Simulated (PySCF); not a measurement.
**From orbital energies to excitation energies**

Species: CH₈BP.
Z-matrix (Å and degrees, PBE0-D3(BJ)/def2-SVP geometry), rows numbered from 1:
```
C 
B   1  1.6132
P   2  1.9492  1  110.31
H   1  1.1027  2  108.18  3  -179.93
H   1  1.1031  2  113.89  3   -61.95
H   1  1.1031  2  113.87  3    62.07
H   2  1.2277  1  116.25  3   113.03
H   2  1.2277  1  116.23  3  -112.96
H   3  1.4191  2  119.01  1   -60.48
H   3  1.4190  2  119.07  1    60.58
H   3  1.4158  2  116.29  1  -179.91
```

Method: TDDFT B3LYP/def2-SVPD, vertical, gas phase, core orbitals frozen in the response in PySCF.

Orbital energies (eV): HOMO-3 -10.34, HOMO-2 -8.32, HOMO-1 -8.07, HOMO -7.86, LUMO -0.18, LUMO+1 0.08, LUMO+2 0.28.

Computed singlets:

| state | E (eV) | f |
| --- | --- | --- |
| S1 | 6.79 | 0.0013 |
| S2 | 6.94 | 0.0015 |
| S3 | 7.01 | 0.0031 |
| S4 | 7.10 | 0.0056 |
| S5 | 7.26 | 0.024 |
| S6 | 7.41 | 0.021 |
| S7 | 7.47 | 0.041 |
| S8 | 7.48 | 0.113 |
| S9 | 7.51 | 0.019 |
| S10 | 7.61 | 0.0002 |

Q: Assign a leading configuration to S1, S2, S3, S4, S5, S6, S7 and S10 and set E beside the orbital difference Δε.

A: 

```json
{"state": "S1", "leading configuration": "HOMO→LUMO", "weight": "0.91", "Δε (eV)": "7.68", "E (eV)": "6.79", "E − Δε (eV)": "-0.89", "f": "0.0013", "other configurations": "H→L+1 (8%)"}
{"state": "S2", "leading configuration": "HOMO→LUMO+1", "weight": "0.91", "Δε (eV)": "7.94", "E (eV)": "6.94", "E − Δε (eV)": "-0.99", "f": "0.0015", "other configurations": "H→L (8%)"}
{"state": "S3", "leading configuration": "HOMO-1→LUMO", "weight": "0.89", "Δε (eV)": "7.89", "E (eV)": "7.01", "E − Δε (eV)": "-0.88", "f": "0.0031", "other configurations": "H-1→L+1 (9%)"}
{"state": "S4", "leading configuration": "HOMO-1→LUMO+1", "weight": "0.61", "Δε (eV)": "8.14", "E (eV)": "7.10", "E − Δε (eV)": "-1.04", "f": "0.0056", "other configurations": "H→L+2 (33%)"}
{"state": "S5", "leading configuration": "HOMO-2→LUMO", "weight": "0.91", "Δε (eV)": "8.14", "E (eV)": "7.26", "E − Δε (eV)": "-0.88", "f": "0.024", "other configurations": "–"}
{"state": "S6", "leading configuration": "HOMO-1→LUMO+2", "weight": "0.95", "Δε (eV)": "8.35", "E (eV)": "7.41", "E − Δε (eV)": "-0.94", "f": "0.021", "other configurations": "–"}
{"state": "S7", "leading configuration": "HOMO-2→LUMO+1", "weight": "0.97", "Δε (eV)": "8.39", "E (eV)": "7.47", "E − Δε (eV)": "-0.92", "f": "0.041", "other configurations": "–"}
{"state": "S10", "leading configuration": "HOMO-2→LUMO+2", "weight": "0.77", "Δε (eV)": "8.60", "E (eV)": "7.61", "E − Δε (eV)": "-0.99", "f": "0.0002", "other configurations": "H→L+3 (20%)"}
```

E − Δε runs from -1.04 to -0.88 eV. 

H and L stand for HOMO and LUMO. The other states: S8 7.48 eV, f 0.113, H→L+2 (56%), H-1→L+1 (22%), H-2→L+3 (8%); S9 7.51 eV, f 0.019, H→L+3 (78%), H-2→L+2 (21%).

Triplets, Tamm–Dancoff:

| state | E (eV) | λ (nm) | main configurations (H = HOMO, L = LUMO) |
| --- | --- | --- | --- |
| T1 | 6.64 | 186.9 | H-1→L+1 (64%), H-2→L+1 (21%), H→L+2 (8%) |
| T2 | 6.69 | 185.5 | H→L (35%), H→L+1 (32%), H-1→L+2 (24%) |
| T3 | 6.74 | 184.0 | H→L (57%), H→L+1 (39%) |
| T4 | 6.79 | 182.7 | H→L+2 (46%), H-1→L (38%), H-2→L (9%) |

Summed over the main configurations (up to three a state, each over 8%) of all 10 singlets, the electron leaves HOMO with weight 3.85, HOMO-2 with weight 2.93 and HOMO-1 with weight 2.76.

All these states lie below the vertical ionisation energy of 10.28 eV (ΔSCF).
